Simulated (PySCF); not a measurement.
# C₃HP: electronic excitations and core binding energies

What electronic excitations and core binding energies should C₃HP (`C#CC#P`) show?

Computed with PySCF 2.14.0, with density-fitted response routines of our own, on a single molecule in the gas phase. Atoms are numbered from 0 throughout.

## 1. Starting geometry

5 atoms, charge 0, multiplicity 1; geometry from: GFN2-xTB.

Bonds of the start (Å): C0–C1 1.21, C1–C2 1.34, C2–P3 1.56, C0–H4 1.05.

## 2. Ultraviolet spectrum: wB97X-D/def2-SVPD

Job settings and geometry (Å):

```
{"job": {"kind": "uv", "xc": "wB97X-D", "basis": "def2-SVPD", "nstates": 8, "ntriplets": 3}, "charge": 0, "multiplicity": 1}
C     -1.362960    -0.057041     0.056562
C     -0.152426    -0.006955     0.025737
C      1.185717     0.049287    -0.008589
P      2.748532     0.116719    -0.046893
H     -2.410241    -0.099158     0.084858
```

Method: TDDFT wB97X-D/def2-SVPD, vertical, gas phase, core orbitals frozen in the response.

The run is started by

```bash
> OMP_NUM_THREADS=1 python probes_run.py task.json out
```

This one command runs all jobs of the session in turn.

**Question.** This job is followed by: delta-SCF UKS SCAN, pcX-2 on the ionised atom, pcseg-1 elsewhere, spin-free X2C. What will the session give for the following? lowest singlet (wB97X-D/def2-SVPD); brightest single state of those computed; lowest triplet; P1s binding energies, SCAN/pcX-2; P2p binding energies, SCAN/pcX-2.

As calculated:

| quantity | value |
| --- | --- |
| lowest singlet (wB97X-D/def2-SVPD) | 3.25 eV (381 nm), f = 0.000 |
| brightest single state of those computed | state 7, 6.67 eV, f = 1.680 |
| lowest triplet | 2.54 eV |
| P1s binding energies, SCAN/pcX-2 | P3 2150.15 eV |
| P2p binding energies, SCAN/pcX-2 | P3 136.94 eV |

**Reading.** The lowest singlet, at 3.25 eV, is HOMO→LUMO 0.41, HOMO−1→LUMO+1 0.41 and is dark; of the 8 states computed, the strongest absorption comes from state 7 at 6.67 eV. The lowest triplet lies 0.71 eV below the lowest singlet (triplets in Tamm-Dancoff, singlets in full TDDFT).
